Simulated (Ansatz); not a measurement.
Results of PBE-D3(BJ)+SOC (Ansatz, a quantum-chemistry and plane-wave program, plane waves, PAW) for litharge PbO.

Run with plane-wave cutoff 520 eV, 10×10×8 k mesh (along the axes of the cell as run), Fermi–Dirac smearing 0.01 eV, PAW data made under PBE.

Starting structure:

```yaml
crystal:
  lattice:
    - [3.98000, 0.00000, 0.00000]
    - [0.00000, 3.98000, 0.00000]
    - [0.00000, 0.00000, 5.02000]
  atoms:
    - { symbol: Pb, position: [0.50000, 0.00000, 0.76500] }
    - { symbol: Pb, position: [0.00000, 0.50000, 0.23500] }
    - { symbol: O, position: [0.50000, 0.50000, 0.00000] }
    - { symbol: O, position: [0.00000, 0.00000, 0.00000] }
```

Question: Into what structure does the relaxation of cell and atoms lead at this level, with the symmetry of the start kept?

Answer: The volume goes up by 1.8 %; final space group P4/nmm.
```yaml
crystal:
  lattice:
    - [4.01953, 0.00000, 0.00000]
    - [0.00000, 4.01953, 0.00000]
    - [0.00000, 0.00000, 5.00967]
  atoms:
    - { symbol: Pb, position: [0.50000, 0.00000, 0.76147] }
    - { symbol: Pb, position: [0.00000, 0.50000, 0.23853] }
    - { symbol: O, position: [0.50000, 0.50000, 0.00000] }
    - { symbol: O, position: [0.00000, 0.00000, 0.00000] }
```
